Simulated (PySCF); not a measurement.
# Potential energy of C₂⁺ along the bond

Set-up: PySCF, no relativity, basis sets C def2-TZVPPD. Energies in eV from C⁺ + C in their ground configurations at the same level. State: ⁴Σg⁻ (quartet), unpaired electrons σ ↑, π ↑↑.

All columns are PBE0.

```
R (Å)  E (eV)  HOMO (eV)  LUMO (eV)  Mayer bond order  ⟨S²⟩
1.208  -4.854     -18.68     -15.77              2.50  3.75
1.264  -5.494     -18.85     -15.37              2.43  3.75
1.321  -5.848     -19.02     -15.00              2.34  3.75
1.363  -5.973     -19.15     -14.75              2.27  3.75
1.405  -6.006     -19.29     -14.50              2.20  3.75
1.447  -5.968     -19.42     -14.28              2.14  3.75
1.503  -5.835     -19.17     -14.05              2.07  3.75
1.574  -5.578     -18.72     -13.90              2.00  3.75
1.658  -5.194     -18.24     -13.71              1.92  3.75
1.770  -4.630     -17.67     -13.46              1.83  3.75
```

The state is the lowest determinant that a PBE0 search found; another state may lie lower at other levels.
